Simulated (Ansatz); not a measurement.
Write a Python script for Ansatz 0.2.0 through its Python package that makes a single point in a Gaussian basis of C₅H₅F, SMILES C=C1C(C)=C1F. Settings: CAM-B3LYP, 6-31G* basis, multiplicity 1.

```yaml
atoms:
  - { symbol: C, position_ang: [1.9481, 0.4565, -0.4251] }
  - { symbol: C, position_ang: [0.8910, 0.2026, 0.3100] }
  - { symbol: C, position_ang: [-0.2464, -0.5402, 0.5759] }
  - { symbol: C, position_ang: [-1.4301, -0.7833, -0.2680] }
  - { symbol: C, position_ang: [0.0441, 0.5172, 1.3690] }
  - { symbol: F, position_ang: [-0.7689, 1.5876, 1.3839] }
  - { symbol: H, position_ang: [2.5987, 1.2929, -0.1944] }
  - { symbol: H, position_ang: [2.1952, -0.1624, -1.2802] }
  - { symbol: H, position_ang: [-1.1381, -0.9728, -1.3061] }
  - { symbol: H, position_ang: [-2.1226, 0.0649, -0.2595] }
  - { symbol: H, position_ang: [-1.9709, -1.6629, 0.0947] }
```

Script `energy.py`:
```python
"""Electronic structure of the C5H5F molecule."""

from pathlib import Path
import warnings

import ansatz as az
from ase import Atoms
import numpy as np

warnings.simplefilter("ignore", az.DeckWarning)

atoms = Atoms(["C", "C", "C", "C", "C", "F", "H", "H", "H", "H", "H"], positions=[
    (1.9481, 0.4565, -0.4251),
    (0.891, 0.2026, 0.31),
    (-0.2464, -0.5402, 0.5759),
    (-1.4301, -0.7833, -0.268),
    (0.0441, 0.5172, 1.369),
    (-0.7689, 1.5876, 1.3839),
    (2.5987, 1.2929, -0.1944),
    (2.1952, -0.1624, -1.2802),
    (-1.1381, -0.9728, -1.3061),
    (-2.1226, 0.0649, -0.2595),
    (-1.9709, -1.6629, 0.0947),
])
mol = az.Crystal.molecule_from_ase(atoms)

model = mol.calculation()
model = model.basis(gaussian="6-31G*").functional("cam_b3lyp")
model = model.forces()
model = model.orbitals()
print(model.to_yaml())
res = model.run(threads=1, runs_dir="c5h5f_runs")
summary = res.report

print(f"E = {summary['free_energy_ev']:.6f} eV = {summary['free_energy_ev'] / 27.211386246:.7f} Ha")
print("converged:", summary["converged"], " doubts:", summary["published_state_doubts"] or "none")

symbols = [site.symbol for site in mol.cartesian_sites]
forces = np.array(summary["forces_ev_ang"])
print("largest force", round(float(np.linalg.norm(forces, axis=1).max()), 4), "eV/A, rms", round(float(np.sqrt((forces ** 2).mean())), 4))

charges = summary["charge_distribution"]
dipole = np.array(charges["dipole_moment_e_ang"]) * 4.803205
print("dipole (D): {:.3f} {:.3f} {:.3f}, length {:.3f}".format(*dipole, np.linalg.norm(dipole)))
print("atom  Mulliken   Lowdin")
for symbol, m, l in zip(symbols, charges["mulliken_charges_e"], charges["lowdin_charges_e"]):
    print(f"{symbol:4s} {m:9.3f} {l:8.3f}")

lines = Path(summary["orbitals_path"]).read_text().splitlines()
field_of = lambda key: [line.split("=")[1].strip() for line in lines if line.startswith(key)]
orbitals = [(27.211386 * float(e), s, float(n)) for e, s, n in zip(field_of("Ene="), field_of("Spin="), field_of("Occup="))]
homo = max(e for e, _, n in orbitals if n > 0.5)
lumo = min(e for e, _, n in orbitals if n < 0.5)
for e, spin, n in sorted(orbitals):
    if homo - 10 < e < lumo + 5:
        print(f"{spin:6s} {e:10.3f} eV  occupation {n:.0f}")
```

Running `python energy.py` prints:
```text
crystal:
  periodic: [false, false, false]
  atoms:
    - { symbol: C, position_ang: [1.9481, 0.4565, -0.4251] }
    - { symbol: C, position_ang: [0.891, 0.2026, 0.31] }
    - { symbol: C, position_ang: [-0.2464, -0.5402, 0.5759] }
    - { symbol: C, position_ang: [-1.4301, -0.7833, -0.268] }
    - { symbol: C, position_ang: [0.0441, 0.5172, 1.369] }
    - { symbol: F, position_ang: [-0.7689, 1.5876, 1.3839] }
    - { symbol: H, position_ang: [2.5987, 1.2929, -0.1944] }
    - { symbol: H, position_ang: [2.1952, -0.1624, -1.2802] }
    - { symbol: H, position_ang: [-1.1381, -0.9728, -1.3061] }
    - { symbol: H, position_ang: [-2.1226, 0.0649, -0.2595] }
    - { symbol: H, position_ang: [-1.9709, -1.6629, 0.0947] }
basis:
  gaussian:
    orbitals: "6-31G*"
hamiltonian:
  xc: cam_b3lyp
output:
  orbitals: {}
  forces: true

E = -7974.441554 eV = -293.0553218 Ha
converged: True  doubts: none
largest force 4.2052 eV/A, rms 0.9966
dipole (D): -1.038 -1.028 -0.842, length 1.687
atom  Mulliken   Lowdin
C       -0.486   -0.281
C        0.226   -0.096
C        0.001   -0.050
C       -0.511   -0.280
C        0.188   -0.036
F       -0.257    0.052
H        0.152    0.137
H        0.144    0.133
H        0.181    0.138
H        0.181    0.136
H        0.182    0.146
Alpha     -16.386 eV  occupation 2
Alpha     -15.259 eV  occupation 2
Alpha     -14.978 eV  occupation 2
Alpha     -14.349 eV  occupation 2
Alpha     -14.034 eV  occupation 2
Alpha     -13.327 eV  occupation 2
Alpha     -13.122 eV  occupation 2
Alpha     -11.409 eV  occupation 2
Alpha     -10.669 eV  occupation 2
Alpha     -10.087 eV  occupation 2
Alpha      -7.207 eV  occupation 2
Alpha      -0.821 eV  occupation 0
Alpha       2.255 eV  occupation 0
```

What to keep in mind:
- Total energies depend on the basis set; only differences at equal settings carry meaning.
- The geometry is a force-field or estimated start, not a minimum of this method, and the basis set is short of its limit.
- The Löwdin charges here are taken after orthogonalising the functions within each atom; they differ from plain Löwdin charges, and their signs can be unphysical.
- Alpha marks a spatial orbital of a restricted run, filled by both spins.
- Levels such as HOMO and LUMO are orbital energies: with these approximate functionals they aren't the ionisation energy and electron affinity, and their gap isn't the fundamental gap.
- It ran for 4.7 s on 1 thread of Arm Neoverse V2 (shared host), peak memory 0.29 GiB.
